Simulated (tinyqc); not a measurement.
Worked calculation (part 1 of 2): RKS/LDA (VWN5) in the sto-3g basis, for H2O, spin multiplicity 1. Computed by tinyqc, a small Python program that keeps every step (integrals from PySCF). Settings: charge = 0, multiplicity = 1, basis = sto-3g, energy threshold = 1e-09, iteration cap = 62, orthogonalisation = symmetric, start = core, DIIS depth = 0, shift = 1.0, method = RKS, functional = lda,vwn, grid = [15, 26]. Command: `OMP_NUM_THREADS=1 python tinyqc.py 26231 26232 out.jsonl` (the two numbers bound the seeds that draw the settings). One thread of a shared host (Intel(R) Xeon(R) Processor @ 2.60GHz), about 0.6 s of CPU time with the checks. Later iterations appear only in the table of the cycle.

## One-electron integrals

Geometry (angstrom):
```
atom         x          y         z
O     0.000000   0.000000  0.000000
H     0.000000   0.842000  0.514000
H     0.000000  -0.791000  0.483000
```

Basis sto-3g: exponents (1/bohr^2) and contraction coefficients of normalised primitives:
```
element  l (shell)    exponent  coefficient
O            s (1)  130.709320     0.154329
O            s (1)   23.808861     0.535328
O            s (1)    6.443608     0.444635
O            s (2)    5.033151    -0.099967
O            s (2)    1.169596     0.399513
O            s (2)    0.380389     0.700115
O            p (3)    5.033151     0.155916
O            p (3)    1.169596     0.607684
O            p (3)    0.380389     0.391957
H            s (1)    3.425251     0.154329
H            s (1)    0.623914     0.535328
H            s (1)    0.168855     0.444635
```

Overlap, kinetic and nuclear-attraction integrals over the contracted functions; the nuclear repulsion is the sum of Za Zb / Rab.

nuclear repulsion = 9.18314164 hartree

overlap S, lower triangle:
```
           1O 1s     1O 2s    1O 2px     1O 2py    1O 2pz     2H 1s     3H 1s
1O 1s   1.000000
1O 2s   0.236704  1.000000
1O 2px  0.000000  0.000000  1.000000
1O 2py  0.000000  0.000000  0.000000   1.000000
1O 2pz  0.000000  0.000000  0.000000   0.000000  1.000000
2H 1s   0.050347  0.455784  0.000000   0.326980  0.199606  1.000000
3H 1s   0.058005  0.494956  0.000000  -0.344629  0.210437  0.211412  1.000000
```

kinetic energy T (hartree), lower triangle:
```
            1O 1s     1O 2s    1O 2px     1O 2py    1O 2pz     2H 1s     3H 1s
1O 1s   29.003200
1O 2s   -0.168011  0.808128
1O 2px   0.000000  0.000000  2.528731
1O 2py   0.000000  0.000000  0.000000   2.528731
1O 2pz   0.000000  0.000000  0.000000   0.000000  2.528731
2H 1s   -0.004381  0.114995  0.000000   0.223815  0.136628  0.760032
3H 1s   -0.000173  0.143737  0.000000  -0.263043  0.160619  0.000541  0.760032
```

nuclear attraction V (hartree), lower triangle:
```
             1O 1s       1O 2s     1O 2px      1O 2py      1O 2pz      2H 1s      3H 1s
1O 1s   -61.725848
1O 2s    -7.445204  -10.144275
1O 2px    0.000000    0.000000  -9.987421
1O 2py    0.001657    0.015988   0.000000  -10.170203
1O 2pz   -0.016245   -0.190764   0.000000    0.007747  -10.055555
2H 1s    -1.627533   -3.670063   0.000000   -2.338294   -1.482373  -5.702206
3H 1s    -1.879590   -4.063546   0.000000    2.531821   -1.602600  -1.384716  -5.930524
```

core Hamiltonian H = T + V (hartree), lower triangle:
```
             1O 1s      1O 2s     1O 2px     1O 2py     1O 2pz      2H 1s      3H 1s
1O 1s   -32.722648
1O 2s    -7.613215  -9.336147
1O 2px    0.000000   0.000000  -7.458690
1O 2py    0.001657   0.015988   0.000000  -7.641472
1O 2pz   -0.016245  -0.190764   0.000000   0.007747  -7.526824
2H 1s    -1.631914  -3.555067   0.000000  -2.114479  -1.345745  -4.942174
3H 1s    -1.879764  -3.919809   0.000000   2.268778  -1.441981  -1.384175  -5.170493
```

## Two-electron integrals

Functions are numbered as in S; the eight-fold symmetry (ij|kl) = (ji|kl) = (kl|ij) leaves the list below.

Two-electron integrals (ij|kl) in chemists' order, unique and non-zero (hartree):
```
(11|11) 4.785065    (21|11) 0.741380    (21|21) 0.136873    (22|11) 1.118947
(22|21) 0.256633    (22|22) 0.817206    (31|31) 0.024477    (32|31) 0.037809
(32|32) 0.180518    (33|11) 1.115814    (33|21) 0.256684    (33|22) 0.817023
(33|33) 0.880159    (41|41) 0.024477    (42|41) 0.037809    (42|42) 0.180518
(43|43) 0.047444    (44|11) 1.115814    (44|21) 0.256684    (44|22) 0.817023
(44|33) 0.785270    (44|44) 0.880159    (51|51) 0.024477    (52|51) 0.037809
(52|52) 0.180518    (53|53) 0.047444    (54|54) 0.047444    (55|11) 1.115814
(55|21) 0.256684    (55|22) 0.817023    (55|33) 0.785270    (55|44) 0.785270
(55|55) 0.880159    (61|11) 0.160101    (61|21) 0.029303    (61|22) 0.054570
(61|33) 0.054465    (61|41) 0.001153    (61|42) 0.002156    (61|44) 0.054699
(61|51) 0.000704    (61|52) 0.001316    (61|54) 0.000143    (61|55) 0.054552
(61|61) 0.006355    (62|11) 0.383652    (62|21) 0.089068    (62|22) 0.313338
(62|33) 0.308064    (62|41) 0.005699    (62|42) 0.043262    (62|44) 0.319375
(62|51) 0.003479    (62|52) 0.026409    (62|54) 0.006905    (62|55) 0.312279
(62|61) 0.019430    (62|62) 0.147881    (63|31) 0.009390    (63|32) 0.054406
(63|43) 0.009023    (63|53) 0.005508    (63|63) 0.021248    (64|11) 0.233678
(64|21) 0.054960    (64|22) 0.206478    (64|33) 0.197078    (64|41) 0.012477
(64|42) 0.081457    (64|44) 0.222355    (64|51) 0.001884    (64|52) 0.016513
(64|54) 0.009923    (64|55) 0.199773    (64|61) 0.012528    (64|62) 0.118365
(64|64) 0.114911    (65|11) 0.142649    (65|21) 0.033551    (65|22) 0.126045
(65|33) 0.120306    (65|41) 0.001884    (65|42) 0.016513    (65|44) 0.124721
(65|51) 0.010540    (65|52) 0.064487    (65|54) 0.011718    (65|55) 0.132968
(65|61) 0.007647    (65|62) 0.072256    (65|64) 0.057177    (65|65) 0.056151
(66|11) 0.518390    (66|21) 0.122308    (66|22) 0.492853    (66|33) 0.472845
(66|41) 0.010276    (66|42) 0.107000    (66|44) 0.516130    (66|51) 0.006273
(66|52) 0.065318    (66|54) 0.026423    (66|55) 0.488975    (66|61) 0.026930
(66|62) 0.290788    (66|64) 0.265785    (66|65) 0.162249    (66|66) 0.774606
(71|11) 0.184786    (71|21) 0.033801    (71|22) 0.062884    (71|33) 0.062767
(71|41) -0.001320   (71|42) -0.002461   (71|44) 0.063029    (71|51) 0.000806
(71|52) 0.001503    (71|54) -0.000160   (71|55) 0.062864    (71|61) 0.007199
(71|62) 0.021577    (71|64) 0.012713    (71|65) 0.008496    (71|66) 0.029510
(71|71) 0.008455    (72|11) 0.425202    (72|21) 0.098636    (72|22) 0.344917
(72|33) 0.339273    (72|41) -0.006272   (72|42) -0.046814   (72|44) 0.351375
(72|51) 0.003830    (72|52) 0.028586    (72|54) -0.007390   (72|55) 0.343785
(72|61) 0.020737    (72|62) 0.128812    (72|64) 0.071662    (72|65) 0.060816
(72|66) 0.204501    (72|71) 0.024782    (72|72) 0.176434    (73|31) 0.010612
(73|32) 0.060704    (73|43) -0.009862   (73|53) 0.006022    (73|63) 0.018012
(73|73) 0.025919    (74|11) -0.252283   (74|21) -0.059313   (74|22) -0.221570
(74|33) -0.211394   (74|41) 0.013941    (74|42) 0.089425    (74|44) -0.238812
(74|51) -0.002033   (74|52) -0.017537   (74|54) 0.010720    (74|55) -0.214263
(74|61) -0.011875   (74|62) -0.069044   (74|64) -0.020933   (74|65) -0.031898
(74|66) -0.097298   (74|71) -0.015598   (74|72) -0.137675   (74|74) 0.132194
(75|11) 0.154049    (75|21) 0.036218    (75|22) 0.135295    (75|33) 0.129081
(75|41) -0.002033   (75|42) -0.017537   (75|44) 0.133780    (75|51) 0.011853
(75|52) 0.071412    (75|54) -0.012731   (75|55) 0.142876    (75|61) 0.007978
(75|62) 0.059766    (75|64) 0.032465    (75|65) 0.045792    (75|66) 0.103711
(75|71) 0.009524    (75|72) 0.084067    (75|74) -0.064894   (75|75) 0.065544
(76|11) 0.139665    (76|21) 0.032645    (76|22) 0.122494    (76|33) 0.120056
(76|41) 0.000047    (76|42) 0.000526    (76|44) 0.122927    (76|51) 0.002079
(76|52) 0.017994    (76|54) 0.000124    (76|55) 0.124371    (76|61) 0.007024
(76|62) 0.055504    (76|64) 0.038713    (76|65) 0.030424    (76|66) 0.109201
(76|71) 0.008086    (76|72) 0.059991    (76|74) -0.040192   (76|75) 0.032223
(76|76) 0.024655    (77|11) 0.546710    (77|21) 0.128880    (77|22) 0.514327
(77|33) 0.493352    (77|41) -0.011147   (77|42) -0.112491   (77|44) 0.538739
(77|51) 0.006807    (77|52) 0.068689    (77|54) -0.027714   (77|55) 0.510275
(77|61) 0.026974    (77|62) 0.193457    (77|64) 0.095608    (77|65) 0.099931
(77|66) 0.319920    (77|71) 0.032714    (77|72) 0.323046    (77|74) -0.288136
(77|75) 0.175941    (77|76) 0.109201    (77|77) 0.774606
```

## Orthogonalisation

S = U s U^T; symmetric (Loewdin) form X = U s^(-1/2) U^T, so that X^T S X = 1.

eigenvalues of S: 0.338361  0.414026  0.896999  1.000000  1.078330  1.380131  1.892153

X, lower triangle:
```
            1O 1s      1O 2s    1O 2px     1O 2py     1O 2pz      2H 1s     3H 1s
1O 1s    1.024242
1O 2s   -0.143809   1.253019
1O 2px   0.000000   0.000000  1.000000
1O 2py   0.001019  -0.017213  0.000000   1.131377
1O 2pz  -0.008880   0.097537  0.000000  -0.006136   1.041179
2H 1s    0.021555  -0.278531  0.000000  -0.235787  -0.120192   1.189619
3H 1s    0.023139  -0.325006  0.000000   0.258930  -0.135580  -0.077411  1.230869
```

## Starting guess

The start is the orbitals of the core Hamiltonian; D = 2 C_occ C_occ^T.

D at the start, lower triangle:
```
            1O 1s      1O 2s    1O 2px     1O 2py     1O 2pz      2H 1s     3H 1s
1O 1s    2.134952
1O 2s   -0.609499   2.744027
1O 2px   0.000000   0.000000  2.000000
1O 2py   0.006785  -0.051506  0.000000   2.452969
1O 2pz  -0.048947   0.303412  0.000000  -0.020513   2.142271
2H 1s    0.081960  -0.360719  0.000000  -0.400250  -0.205714   0.128416
3H 1s    0.093179  -0.417379  0.000000   0.443225  -0.230599  -0.002891  0.156477
```

## Iteration 1: exchange-correlation on the grid

Becke grid with 15 radial and 26 angular points per atom, points of zero weight dropped. rho = sum D_ij phi_i phi_j; V_xc,ij = sum w v_xc phi_i phi_j; v_xc is d(rho eps)/d rho.

The 8 grid points with the largest w rho, of 1164 (bohr, atomic units):
```
x                 y          z         w       rho     eps_xc       v_xc
0.000000   0.000000   0.900000  0.171830  0.773247  -0.747346  -0.981563
-0.900000  0.000000   0.000000  0.174909  0.720003  -0.730827  -0.959708
0.900000   0.000000   0.000000  0.174909  0.720003  -0.730827  -0.959708
0.000000   0.000000  -0.900000  0.174965  0.693105  -0.722166  -0.948251
-1.315168  0.000000   0.000000  0.488307  0.241886  -0.520295  -0.681489
1.315168   0.000000   0.000000  0.488307  0.241886  -0.520295  -0.681489
0.000000   0.900000   0.000000  0.156838  0.748273  -0.739697  -0.971443
0.000000   0.000000  -1.315168  0.489430  0.236270  -0.516522  -0.676510
```

electrons on the grid, sum of w rho = 10.013670

E_xc = sum of w rho eps_xc = -9.80350889 hartree

V_xc (hartree), lower triangle:
```
            1O 1s      1O 2s     1O 2px     1O 2py     1O 2pz      2H 1s      3H 1s
1O 1s   -2.958235
1O 2s   -0.432901  -0.844523
1O 2px   0.000000   0.000000  -0.843356
1O 2py   0.000224  -0.000273   0.000000  -0.833106
1O 2pz  -0.001067  -0.001411   0.000000  -0.000372  -0.842388
2H 1s   -0.093949  -0.280517   0.000000  -0.164507  -0.100955  -0.280673
3H 1s   -0.108441  -0.311580   0.000000   0.178080  -0.109646  -0.094549  -0.307769
```

## Iteration 1: building the Kohn-Sham matrix

J_ij = sum D_kl (ij|kl); F = H + J + V_xc; E = tr D H + tr D J / 2 + E_xc + E_nn.

Coulomb J (hartree), lower triangle:
```
            1O 1s      1O 2s    1O 2px     1O 2py    1O 2pz     2H 1s     3H 1s
1O 1s   18.781458
1O 2s    3.586176   8.880756
1O 2px   0.000000   0.000000  8.878276
1O 2py  -0.000387   0.001173  0.000000   8.867205
1O 2pz   0.003851  -0.005777  0.000000   0.000900  8.873424
2H 1s    0.767631   3.296899  0.000000   2.126276  1.294839  4.961085
3H 1s    0.885221   3.634036  0.000000  -2.282274  1.390735  1.262759  5.185110
```

Kohn-Sham matrix F (hartree), lower triangle:
```
             1O 1s      1O 2s    1O 2px     1O 2py     1O 2pz      2H 1s      3H 1s
1O 1s   -16.899426
1O 2s    -4.459940  -1.299914
1O 2px    0.000000   0.000000  0.576231
1O 2py    0.001495   0.016888  0.000000   0.392627
1O 2pz   -0.013461  -0.197952  0.000000   0.008275   0.504212
2H 1s    -0.958232  -0.538685  0.000000  -0.152710  -0.151861  -0.261762
3H 1s    -1.102983  -0.597353  0.000000   0.164584  -0.160892  -0.215965  -0.293152
```

total energy of this density = -73.00207569 hartree

## Iteration 1: diagonalisation and new density

A level shift of 1 hartree raises the virtual space: F + shift (S - S D(s) S), with D(s) the density of one spin (D/2). Diagonalise F' = X^T F X, C = X C', fill 5 alpha and 5 beta electrons from the bottom; D = 2 C_occ C_occ^T. Each column has its largest component positive (the first on a tie).

F' = X^T F X (hartree), lower triangle:
```
            1          2         3          4          5          6         7
1  -16.529587
2   -2.518761  -0.186034
3    0.000000   0.000000  0.576231
4    0.001223  -0.008724  0.000000   0.676360
5   -0.025278  -0.031977  0.000000  -0.002791   0.593035
6   -0.137317  -0.418668  0.000000  -0.369159  -0.206403   1.033623
7   -0.181085  -0.482286  0.000000   0.400432  -0.229745  -0.097320  1.064105
```

orbital energies (hartree): MO1 -16.914753, MO2 -0.174949, MO3 0.319243, MO4 0.547199, MO5 0.576231, MO6 1.358025, MO7 1.516738

coefficients C:
```
              MO1        MO2        MO3        MO4       MO5        MO6        MO7
1O 1s    0.991600  -0.241503  -0.008769   0.097941  0.000000   0.133311   0.042395
1O 2s    0.037726   0.856896   0.040854  -0.433268  0.000000  -0.874437  -0.306648
1O 2px   0.000000   0.000000   0.000000   0.000000  1.000000   0.000000   0.000000
1O 2py  -0.000659  -0.023520   0.752962   0.008122  0.000000  -0.232943   0.883830
1O 2pz   0.004660   0.231777  -0.000602   0.890567  0.000000  -0.504336  -0.159072
2H 1s   -0.008389   0.111883   0.297949   0.129689  0.000000   1.036043  -0.614578
3H 1s   -0.009580   0.130652  -0.288405   0.122980  0.000000   0.582467   1.121557
```

D after iteration 1, lower triangle:
```
            1O 1s      1O 2s    1O 2px     1O 2py    1O 2pz      2H 1s     3H 1s
1O 1s    2.102525
1O 2s   -0.424653   1.850167
1O 2px   0.000000   0.000000  2.000000
1O 2py  -0.001561   0.014128  0.000000   1.135142
1O 2pz   0.071751  -0.374189  0.000000   0.002651  1.693705
2H 1s   -0.050499   0.103076  0.000000   0.445543  0.282420   0.236362
3H 1s   -0.052957   0.093055  0.000000  -0.438451  0.279866  -0.110565  0.230926
```

## Iteration 2: exchange-correlation on the grid

As before.

The 8 grid points with the largest w rho, of 1164 (bohr, atomic units):
```
x                 y          z         w       rho     eps_xc       v_xc
0.000000   0.000000  -0.900000  0.174965  0.686472  -0.719995  -0.945379
-0.900000  0.000000   0.000000  0.174909  0.677864  -0.717157  -0.941625
0.900000   0.000000   0.000000  0.174909  0.677864  -0.717157  -0.941625
0.000000   0.000000  -1.315168  0.489430  0.232001  -0.513614  -0.672672
-1.315168  0.000000   0.000000  0.488307  0.232379  -0.513873  -0.673014
1.315168   0.000000   0.000000  0.488307  0.232379  -0.513873  -0.673014
-0.636396  0.000000  -0.636396  0.139971  0.697612  -0.723633  -0.950191
0.636396   0.000000  -0.636396  0.139971  0.697612  -0.723633  -0.950191
```

electrons on the grid, sum of w rho = 10.011109

E_xc = sum of w rho eps_xc = -9.14273780 hartree

V_xc (hartree), lower triangle:
```
            1O 1s      1O 2s     1O 2px     1O 2py     1O 2pz      2H 1s      3H 1s
1O 1s   -2.936485
1O 2s   -0.421654  -0.819085
1O 2px   0.000000   0.000000  -0.819215
1O 2py   0.000073   0.000519   0.000000  -0.805858
1O 2pz   0.001950  -0.000324   0.000000   0.000474  -0.817049
2H 1s   -0.091445  -0.297002   0.000000  -0.190755  -0.118661  -0.434888
3H 1s   -0.105542  -0.328441   0.000000   0.205820  -0.128156  -0.108096  -0.454437
```

## Iteration 2: building the Kohn-Sham matrix

As before.

Coulomb J (hartree), lower triangle:
```
            1O 1s      1O 2s    1O 2px     1O 2py    1O 2pz     2H 1s     3H 1s
1O 1s   17.826027
1O 2s    3.378666   8.441900
1O 2px   0.000000   0.000000  8.436213
1O 2py  -0.000314  -0.001892  0.000000   8.430448
1O 2pz  -0.004864   0.014614  0.000000  -0.000945  8.435395
2H 1s    0.723147   3.191894  0.000000   2.084484  1.281314  5.009644
3H 1s    0.833949   3.516207  0.000000  -2.237962  1.375718  1.241282  5.217338
```

Kohn-Sham matrix F (hartree), lower triangle:
```
             1O 1s      1O 2s    1O 2px     1O 2py     1O 2pz      2H 1s      3H 1s
1O 1s   -17.833107
1O 2s    -4.656203  -1.713332
1O 2px    0.000000   0.000000  0.158309
1O 2py    0.001416   0.014616  0.000000  -0.016882
1O 2pz   -0.019159  -0.176474  0.000000   0.007275   0.091522
2H 1s    -1.000212  -0.660175  0.000000  -0.220750  -0.183092  -0.367419
3H 1s    -1.151357  -0.732043  0.000000   0.236636  -0.194418  -0.250989  -0.407591
```

total energy of this density = -74.59868216 hartree

## Iteration 2: diagonalisation and new density

As before.

F' = X^T F X (hartree), lower triangle:
```
            1          2         3          4          5          6         7
1  -17.459934
2   -2.571934  -0.472296
3    0.000000   0.000000  0.158309
4    0.001217  -0.013565  0.000000   0.519332
5   -0.046055   0.093021  0.000000  -0.001422   0.266628
6   -0.119218  -0.557287  0.000000  -0.627567  -0.357447   0.682954
7   -0.163723  -0.621502  0.000000   0.648007  -0.374758  -0.069797  0.704599
```

orbital energies (hartree): MO1 -17.846510, MO2 -0.654240, MO3 -0.268059, MO4 0.094689, MO5 0.158309, MO6 1.356586, MO7 1.558818

coefficients C:
```
              MO1        MO2        MO3        MO4       MO5        MO6        MO7
1O 1s    0.992279  -0.222275  -0.007198   0.119229  0.000000   0.146951   0.030752
1O 2s    0.034976   0.755302   0.035784  -0.545857  0.000000  -0.929157  -0.222438
1O 2px   0.000000   0.000000   0.000000   0.000000  1.000000   0.000000   0.000000
1O 2py  -0.000625  -0.021302   0.621590  -0.003103  0.000000  -0.164793   0.994482
1O 2pz   0.004757   0.223123   0.009530   0.834241  0.000000  -0.605044  -0.120737
2H 1s   -0.008061   0.183905   0.423880   0.186091  0.000000   0.933467  -0.670612
3H 1s   -0.009208   0.213287  -0.400957   0.185274  0.000000   0.675759   1.007622
```

D after iteration 2, lower triangle:
```
            1O 1s      1O 2s    1O 2px     1O 2py    1O 2pz      2H 1s     3H 1s
1O 1s    2.096584
1O 2s   -0.397037   1.741889
1O 2px   0.000000   0.000000  2.000000
1O 2py  -0.001459   0.015651  0.000000   0.773676
1O 2pz   0.109045  -0.572687  0.000000  -0.002841  1.491710
2H 1s   -0.059480   0.104422  0.000000   0.517979  0.400559   0.496381
3H 1s   -0.063140   0.090586  0.000000  -0.508687  0.396575  -0.192362  0.481339
```
